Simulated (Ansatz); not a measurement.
H₄MgOSi, SMILES `[MgH][O][SiH3]`, relaxed with RKS PBE-D4/def2-SVP in the Gaussian-basis code of Ansatz from a rough embedded geometry. The force threshold is 0.03 eV/Å; the program also tests the step.

The species carries charge 0 and has multiplicity 1.

Start:

```xyz
7

Mg    1.545   -0.974    0.312
O    -0.104   -1.048   -0.706
Si   -0.909    0.396   -0.295
H     3.029   -0.828    1.271
H    -1.191    0.433    1.151
H    -0.122    1.574   -0.698
H    -2.249    0.446   -1.036
```

Question: By how much does the energy fall, and how many steps does the optimiser take? (An estimate is asked.)

Answer: Ansatz gave: 51.57 kJ/mol, in 9 steps.

Question: Which bonds change most? (Best estimate.)

Answer: Ansatz gave: Mg1–O2 from 1.939 to 1.816 Å; Mg1–H4 from 1.772 to 1.695 Å; O2–Si3 from 1.704 to 1.652 Å; Si3–H6 from 1.473 to 1.511 Å.

Question: Give the relaxed structure. (Best estimate.)

Answer: The calculation gave: 
```xyz
7

Mg    1.911   -1.062    0.470
O     0.358   -0.202    0.086
Si   -1.053    0.584   -0.260
H     3.360   -1.864    0.829
H    -1.880    0.810    0.986
H    -0.794    1.938   -0.881
H    -1.902   -0.204   -1.230
```
